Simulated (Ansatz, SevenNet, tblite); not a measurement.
**Zinc-blende GaN (metastable phase), lattice constant a**

Reference value: 4.5 Å (measured, 300 K, not corrected to a static lattice; as tabulated in Vurgaftman et al. (2001), doi:10.1063/1.1368156).

```csv
level (code),value (Å),difference (%)
GFN1-xTB (tblite),4.686,+4.13
SevenNet-0,4.546,+1.02
LDA (Ansatz),4.455,-1.00
PBE (Ansatz),4.548,+1.07
rVV10 (Ansatz),4.571,+1.58
HSE06 (Ansatz),4.498,-0.04
Hartree–Fock (Ansatz),4.502,+0.04
```

The reference is not for a static lattice or low temperature, so close values are not ranked against it. Off by more than 1.25 %, or 1.75 % on the side where a correction would as a rule narrow the miss (bounds picked here): GFN1-xTB (+4.13 %), rVV10 (+1.58 %).

The reference isn't brought to a static lattice, while the calculations are for one, so the differences are not the levels' errors alone. A static lattice is as a rule a little smaller than the measured one.  GFN1-xTB: the method was fitted mainly to molecules. GFN1-xTB: the run uses a supercell at the zone centre in place of a k mesh. Cutoffs and k meshes differ between the levels. Ansatz's density-functional and Hartree–Fock values are scalar-relativistic unless marked +SOC, with PAW data made under PBE.

Machine-learned potentials (SevenNet-0) are trained on DFT data: a solid inside that data is no test of them.

Differences are worked out from the printed values.

Ansatz is an electronic-structure program.
